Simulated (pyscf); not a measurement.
Thermochemistry of product channels of H₃C–N(CH₃)–SiH₃ on the singlet surface, in kJ/mol, from ωB97M-D3(BJ)/def2-TZVP energies (ideal gas, 1 atm, RRHO with modes under 100 cm⁻¹ raised to 100, one conformer, R ln 2 for chiral ones without a mode under 150 cm⁻¹). Optimised with ωB97X-D3(BJ)/def2-SVP in PySCF.

```csv
products,ΔE,ΔH(298 K),ΔG(298 K),ΔG(1200 K)
H₃C–NH–CH₂–SiH₃,+56.1,+56.3,+57.2,+59.2
H₂C=N–CH₃ + silane (SiH₄),+151.7,+134.1,+93.2,-25.7
```

The channel to H₂C=N–CH₃ + SiH₄ turns favourable between 298 and 1200 K (ΔG from +93.2 kJ/mol to -25.7 kJ/mol).

These are energies of the channels, which say nothing of barriers. H₂C=N–CH₃ lies 38.0 kJ/mol over its isomer H₃C–CH=NH (electronic energy, ωB97M-D3(BJ)/def2-TZVP).
